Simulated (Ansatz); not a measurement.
We consider fcc Al, described by r²SCAN (Ansatz, a program for electronic structure, plane waves, PAW).

A relaxed, unreconstructed slab of the (110) face has 12 atoms, two equal faces of 11.274 Å² each and an energy of -6483.3595 eV. A bulk cell of 2 atoms with the same orientation and in-plane k mesh has -1080.8232 eV. Energies are extrapolated to zero smearing.

Settings: plane-wave cutoff 500 eV, 14×20×1 k mesh (along the axes of the cell as run), Fermi–Dirac smearing 0.1 eV, scalar-relativistic PAW data made under PBE.

Worked out: γ = (E_slab − N E_bulk per atom)/2A = [-6483.3595 − 12 × (-1080.8232/2)]/(2 × 11.274) = 0.0701 eV/Å². With 16.022 J/m² per eV/Å² this is 1.12 J/m², or 0.79 eV per surface cell and face.
